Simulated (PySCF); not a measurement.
Species: AlCl2H.
Geometry (PBE0-D3(BJ)/def2-SVP, Å), atoms numbered from 1 in this order:
```xyz
4
AlCl2H angstrom
Al    -0.0791   -0.1268   -0.0014
Cl     2.0127   -0.1441    0.0186
Cl    -1.0364    1.7336   -0.0212
H     -0.8973   -1.4627    0.0040
```

Method used: TDDFT wB97X-D/def2-SVPD, vertical, gas phase, core orbitals frozen in the response in PySCF 2.14.0, density-fitted response routines.

Ground-to-excited transition dipoles (e·a0, same axes as the geometry; the sign carries no meaning), for the states with f of 0.002 or more among the lowest 9:

```json
{"state": "S1", "E (eV)": "6.654", "μx": "0.005", "μy": "0.002", "μz": "-0.291"}
{"state": "S3", "E (eV)": "7.319", "μx": "-0.303", "μy": "0.185", "μz": "-0.004"}
{"state": "S4", "E (eV)": "7.630", "μx": "0.520", "μy": "-0.320", "μz": "0.007"}
{"state": "S5", "E (eV)": "7.713", "μx": "-0.164", "μy": "-0.270", "μz": "0.006"}
{"state": "S7", "E (eV)": "7.885", "μx": "-0.048", "μy": "-0.081", "μz": "-0.163"}
{"state": "S8", "E (eV)": "7.902", "μx": "-0.470", "μy": "-0.767", "μz": "0.008"}
{"state": "S9", "E (eV)": "8.293", "μx": "-0.012", "μy": "-0.001", "μz": "0.891"}
```

(1) What oscillator strength does each state have?

(2) What angle do the transition dipoles of S8 and S9 make?

Answers

(1) f = (2/3) ΔE |μ|² with ΔE in hartree (27.2114 eV).

```
state  |μ|² (au)  |μ| (D)      f
   S1      0.085     0.74  0.014
   S3      0.126     0.90  0.023
   S4      0.373     1.55  0.070
   S5      0.099     0.80  0.019
   S7      0.035     0.48  0.007
   S8      0.810     2.29  0.157
   S9      0.795     2.27  0.161
```

(2) |cos θ| = |μa·μb| / (|μa| |μb|) = 0.02, so θ ≈ 89° (taken between 0 and 90°, since the signs are arbitrary).
